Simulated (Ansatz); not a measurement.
Anti-La2O3-type Mg3Sb2: PBE at its full settings (plane-wave cutoff 520 eV, 12×12×6 k mesh (along the axes of the cell as run), Fermi–Dirac smearing 0.01 eV, scalar-relativistic PAW data made under PBE) and at cheaper ones, in a cell of 5 atoms with Γ-centred meshes.

```
level and setting                              equilibrium lattice constant a (Å)  c axis length (Å)  bulk modulus (GPa)
---------------------------------------------  ----------------------------------  -----------------  ------------------
PBE (Ansatz)                                                                4.595              7.274                41.7
PBE (300 eV cutoff) (Ansatz)                                                4.596              7.275                41.4
PBE (Γ point alone) (Ansatz)                                                5.885              5.373                30.8
PBE (2×2×2 k mesh) (Ansatz)                                                 5.125              5.715                43.9
PBE (4×4×4 k mesh) (Ansatz)                                                 4.615              7.217                41.8
PBE (6×6×6 k mesh) (Ansatz)                                                 4.598              7.265                41.8
PBE (Fermi-Dirac smearing of 0.3 eV) (Ansatz)                               4.613              7.253                40.0
```

Largest shifts from the full settings: lattice constant a +28 % (PBE (Γ point alone)), against a difference of +0.72 % of the full result from the reference 4.562 Å (measured, 299 K, no zero-point or thermal correction; as tabulated in arXiv:1807.00599); lattice parameter c -26 % (PBE (Γ point alone)), against a difference of +0.62 % of the full result from the reference 7.229 Å (measured, 299 K, no zero-point or thermal correction; as tabulated in arXiv:1807.00599); bulk modulus -26 % (PBE (Γ point alone)).

Ansatz's density-functional and Hartree–Fock values are scalar-relativistic unless marked +SOC, with PAW data made under PBE.

Run with cheap settings on purpose, which may leave them unconverged: PBE (2×2×2 k mesh), PBE (300 eV cutoff), PBE (4×4×4 k mesh), PBE (6×6×6 k mesh), PBE (Fermi-Dirac smearing of 0.3 eV), PBE (Γ point alone).

Ansatz is a quantum-chemistry and plane-wave program.
